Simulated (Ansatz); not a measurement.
How far each method lies from full CI for AsH, triplet

Geometry: a point of a stretch scan, not a stationary point.

```tsv
atom	x (Å)	y (Å)	z (Å)
As	0.0000	0.0000	0.0000
H	0.0000	0.0000	2.1220
```

Basis cc-pVTZ; Ansatz 0.2.0. Correlated methods freeze the noble-gas cores and the filled d shells of p-block atoms, which leaves 6 electrons in 43 orbitals. R marks a restricted (for open shells ROHF) determinant. Active spaces: pair = (4e, 4o) about the gap; valence = (6e, 5o) chosen from the atoms' valence shells. No spin–orbit coupling is included, and no scalar relativity.

Full CI is exact within this basis and frozen core; it isn't the basis-set limit.

For open shells CISD is restricted-active-space CI with the open shells as a complete middle space.

```
UHF ⟨S²⟩                          : 2.417
T1 diagnostic (RCCSD)             : 0.0373
largest doubles amplitude (RCCSD) : 0.181
```

From what is known of these methods and the diagnostics, rank them by the size of their error in total energy against full CI in cc-pVTZ, smallest first (an estimate: the text doesn't fix the numbers).
A. MRCISD+Q (pair space)
B. CISD
C. RCCSD
D. RCCSDTQ
E. NEVPT2 (valence space)

D (0.01 mEh), A (0.44 mEh), C (6.85 mEh), B (11.30 mEh), E (21.90 mEh).

All errors are against full CI in cc-pVTZ. Below it: RCCSDTQ. Within each family the higher level lies nearer, as is usual though not guaranteed.

The full-CI state has the irrep A2 of C2v, in the program's axes (one component, if the state is degenerate).

Natural occupations of full CI about the gap: 1.947 1.840 0.988 0.988 0.142 0.013 0.013 0.012 0.012 0.012; effectively unpaired electrons, Σ n²(2−n)², 2.17.
